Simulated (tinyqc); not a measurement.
Worked calculation: CCD on RHF in the sto-3g basis, frozen core, for H2O, spin multiplicity 1. One step of it, computed by the program tinyqc.

Question. CCD: starting amplitudes. t_ij^ab = <ij||ab> / (e_i + e_j - e_a - e_b), whose energy is MP2.

orbital energies (hartree): MO1 -20.235026, MO2 -1.273497, MO3 -0.632479, MO4 -0.447255, MO5 -0.389951, MO6 0.617248, MO7 0.773301

Two-electron integrals over orbitals (pq|rs), unique and non-zero (hartree); the lowest 1 orbital is frozen and left out:
```
(22|22) 0.728523    (32|32) 0.146422    (33|22) 0.647661    (33|33) 0.637215
(42|22) 0.007318    (42|33) 0.007328    (42|42) 0.123560    (43|32) 0.019171
(43|43) 0.045828    (44|22) 0.679550    (44|33) 0.602940    (44|42) -0.105095
(44|44) 0.796462    (52|52) 0.144124    (53|53) 0.029055    (54|52) -0.046119
(54|54) 0.056325    (55|22) 0.747195    (55|33) 0.631494    (55|42) -0.065530
(55|44) 0.735129    (55|55) 0.880159    (62|22) 0.143065    (62|33) 0.075476
(62|42) 0.020509    (62|44) 0.093584    (62|55) 0.160459    (62|62) 0.102112
(63|32) -0.042604   (63|43) -0.027668   (63|63) 0.072408    (64|22) 0.091967
(64|33) 0.041859    (64|42) -0.025000   (64|44) 0.116666    (64|55) 0.110222
(64|62) 0.061337    (64|64) 0.063394    (65|52) 0.060612    (65|54) -0.002745
(65|65) 0.039268    (66|22) 0.613176    (66|33) 0.572433    (66|42) 0.060476
(66|44) 0.547401    (66|55) 0.587458    (66|62) 0.094769    (66|64) 0.043498
(66|66) 0.595417    (72|32) 0.039245    (72|43) -0.033328   (72|63) 0.035648
(72|72) 0.061328    (73|22) 0.137383    (73|33) 0.091318    (73|42) -0.073754
(73|44) 0.164068    (73|55) 0.189034    (73|62) 0.078019    (73|64) 0.073613
(73|66) 0.037148    (73|73) 0.150710    (74|32) -0.076168   (74|43) 0.004673
(74|63) 0.043415    (74|72) -0.016889   (74|74) 0.067375    (75|53) 0.023711
(75|75) 0.024462    (76|32) 0.101349    (76|43) 0.045487    (76|63) -0.066499
(76|72) -0.009635   (76|74) -0.057065   (76|76) 0.117178    (77|22) 0.626969
(77|33) 0.614326    (77|42) -0.014114   (77|44) 0.613848    (77|55) 0.628773
(77|62) 0.070382    (77|64) 0.040545    (77|66) 0.566729    (77|73) 0.095872
(77|77) 0.623686
```

Give: Starting amplitudes; correlation energy.

Answer.

Starting amplitudes (spin orbitals 1a, 1b, ...; amplitudes related by a flip of all spins are not repeated):
```
from      to        t
3a 3b  7a 7b  -0.0536
3a 4b  6b 7a   0.0298
4a 4b  6a 6b  -0.0298
3a 3b  6a 6b  -0.0290
4a 4b  7a 7b  -0.0276
2a 2b  6a 6b  -0.0270
2a 3b  6a 7b  -0.0237
2a 4b  6a 6b  -0.0208
5a 5b  6a 6b  -0.0195
3a 4b  6a 7b  -0.0176
2a 2b  7a 7b  -0.0150
2a 3a  6a 7a  -0.0129
3a 4a  6a 7a   0.0122
2a 3b  6b 7a   0.0108
5a 5b  7a 7b  -0.0105
2a 4b  7a 7b   0.0052
```

correlation energy = -0.033548 hartree
